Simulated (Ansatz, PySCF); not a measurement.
System: dihydrogen, H₂, charge 0, multiplicity 1. 
Geometry from a B3LYP-D3(BJ)/def2-TZVP (Ansatz, a quantum-chemistry and plane-wave program) optimisation:
```
H
H 1 0.7440
```

Property: vertical ionisation energy (to the doublet state of charge +1; each state is the SCF solution reached for its spin), in eV. UHF or UKS for open shells. No spin-orbit coupling. No relativistic terms. Basis-set limits of correlation are two-point, X^-3; Hartree-Fock from the larger set.

```csv
level,program,vertical ionisation energy (eV),minus last row
SVWN5/def2-TZVPD,Ansatz,16.21,-0.22
r2SCAN/def2-TZVPD,Ansatz,16.32,-0.11
B3LYP/def2-TZVPD,Ansatz,16.53,0.10
PBE0/def2-TZVPD,Ansatz,16.23,-0.20
BHLYP/def2-TZVPD,Ansatz,16.36,-0.07
CAM-B3LYP/def2-TZVPD,Ansatz,16.46,0.03
wB97M-V/def2-TZVPD,Ansatz,16.51,0.08
wB97X-V/def2-TZVPD,Ansatz,16.40,-0.03
CCSD/aug-cc-pVDZ,Ansatz,16.28,-0.15
CCSD/def2-TZVPPD,Ansatz,16.39,-0.04
CCSD/def2-QZVPPD,Ansatz,16.41,-0.02
"CCSD/CBS(aug-cc-pVTZ,aug-cc-pVQZ)",Ansatz,16.43,0.00
"CCSD/CBS(def2-TZVPPD,def2-QZVPPD)",Ansatz,16.43,0.00
CCSD(T)/aug-cc-pVDZ,Ansatz,16.28,-0.15
CCSD(T)/def2-SVPD,Ansatz,16.27,-0.16
CCSD(T)/aug-cc-pVTZ,Ansatz,16.39,-0.04
CCSD(T)/def2-TZVPPD,Ansatz,16.39,-0.04
CCSD(T)/aug-cc-pVQZ,Ansatz,16.41,-0.02
CCSD(T)/def2-QZVPPD,Ansatz,16.41,-0.02
"CCSD(T)/CBS(def2-TZVPPD,def2-QZVPPD)",Ansatz,16.43,0.00
"CCSD(T)/CBS(aug-cc-pVTZ,aug-cc-pVQZ)",Ansatz,16.43,0.00
```

For comparison, minus the highest occupied orbital energy (PySCF): 10.73 eV at M06-L/def2-TZVPD, 11.32 eV at TPSSh/def2-TZVPD, 13.48 eV at M06-2X/def2-TZVPD.
